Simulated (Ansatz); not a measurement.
Saddle point of CH4FO, doublet (CH₂F ([CH2][F]) + H₂O → CH₃F ([CH3][F]) + OH; bonds formed: H1–C3; bonds broken: H1–O2), PBE0-D4/def2-TZVP structure:

H1  (-0.260, -0.423, -0.127)
O2  (-0.007, -1.818, -0.161)
C3  (-0.230, 0.741, -0.019)
F4  (0.989, 1.106, 0.465)
H5  (0.904, -1.777, 0.170)
H6  (-1.015, 1.015, 0.688)
H7  (-0.381, 1.156, -1.017)
(Å)

Energies are electronic, without zero-point energy. Barriers and step energies count from the start structure reached by relaxing down the imaginary mode; all methods use the PBE0-D4 structures, on which another method's saddle can fall below an end. Program: Ansatz 0.2.0. Basis: def2-TZVPP, with def2-QZVPP for the basis limit. Cores are frozen in the correlated methods; orbitals are unrestricted. B3LYP uses VWN-RPA correlation. Extrapolation: Hartree–Fock as exp(−7.88 √X), correlation as X^−2.97.

| method | barrier (kJ/mol) | step energy (kJ/mol) |
| --- | --- | --- |
| SPW92 | ? | 100.8 |
| PBE-D4 | 59.7 | 74.2 |
| BLYP-D4 | 57.7 | 65.2 |
| r2SCAN-D4 | ? | 66.1 |
| B97M-V | 67.7 | 50.0 |
| PBE0-D4 | 75.7 | 60.4 |
| B3LYP-D4 | 71.1 | 56.6 |
| r2SCAN0-D4 | 82.0 | 56.4 |
| BHLYP-D4 | 81.0 | 38.0 |
| CAM-B3LYP-D4 | 80.0 | 57.4 |
| wB97X-V | 80.1 | 53.3 |
| wB97M-V | 85.5 | 56.6 |
| B2PLYP | 86.4 | 57.9 |
| PBE-QIDH | 94.4 | 57.9 |
| RPA on PBE | 79.8 | 36.8 |
| HF | 90.7 | 3.6 |
| MP2 | ? | 71.9 |
| CCSD | 94.6 | 50.0 |
| CCSD(T) | 92.4 | 54.6 |

(1) Fill in the withheld barriers. (Judge from chemistry; the value comes from the calculation.)

The T1 diagnostic stays at or below 0.022. ⟨S²⟩ of the unrestricted Hartree–Fock references: 0.75 to 0.77 (a pure state has 0.75).

## Answers

(1) By the calculation: SPW92 52.0; MP2 118.6; r2SCAN-D4 71.2 kJ/mol. Each is the energy of the saddle less that of the start structure, by the same method.

For comparison, the barrier by CCSD(T) at an estimated basis limit (MP2 extrapolated from triple and quadruple zeta, plus CCSD(T) − MP2 in triple zeta) is 98.0 kJ/mol.

Labels in which every atom is bracketed show which atoms are joined, not bond orders.

For scale, one of the runs: CCSD(T)/def2-TZVPP, 149 basis functions, launched by `ansatz run in.yaml --threads 2 --pin off --events-out ev --progress --plain --max-ram 4352MiB`. The run took 40 s on 2 CPU threads of an Intel Xeon 6975P-C (shared host), with 2.7 GiB of host memory at its peak.
